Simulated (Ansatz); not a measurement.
# BCl2H2: the cost of one run

All numbers below are computed with Ansatz 0.2.0 (UKS revPBE-D4/def2-SVP).

## Step 1: The structure to begin with

Bond lengths: B1–Cl3 1.860 Å, B1–H4 1.190 Å. Angles: Cl3–B1–H4 120.0°.

Structure file:

```xyz
5

B     0.0000    0.0000    0.0000
H     0.0000    0.0000    1.4400
Cl    1.6108    0.0000   -0.9300
H    -1.0305    0.0000   -0.5950
Cl    0.0000    0.0000    3.1100
```

## Step 2: Pulling towards end A

Springs on the bonds that form and break draw the guess towards this end; the thresholds are loose.

The input, input.yaml:

```yaml
crystal:
  periodic: [false, false, false]
  atoms:
    - { symbol: B, position_ang: [0.0, 0.0, 0.0] }
    - { symbol: H, position_ang: [0.0, 0.0, 1.44] }
    - { symbol: Cl, position_ang: [1.6108, 0.0, -0.93] }
    - { symbol: H, position_ang: [-1.0305, 0.0, -0.595] }
    - { symbol: Cl, position_ang: [0.0, 0.0, 3.11] }
magnetization:
  spin_polarized: true
  initial_magnetization: 1
basis:
  gaussian: { orbitals: def2-SVP }
hamiltonian:
  xc: revpbe
  dispersion: d4
relax:
  f_tol: 0.15
  max_steps: 25
  restrain:
    - { distance: [1, 4], at: 2.57, k: 30.0 }
    - { distance: [0, 1], at: 1.19, k: 30.0 }
```

Started as:

```bash
$ ansatz run input.yaml --threads 1 --pin off --max-ram 2048MiB --backend cpu --events-out ev --progress --plain --runs-dir out
```

**Question.** How long does this run take on 1 thread of AMD EPYC 7R43 (Zen 3), shared host, and how much memory does it need?

About 34 s, with a peak of 0.14 GiB.
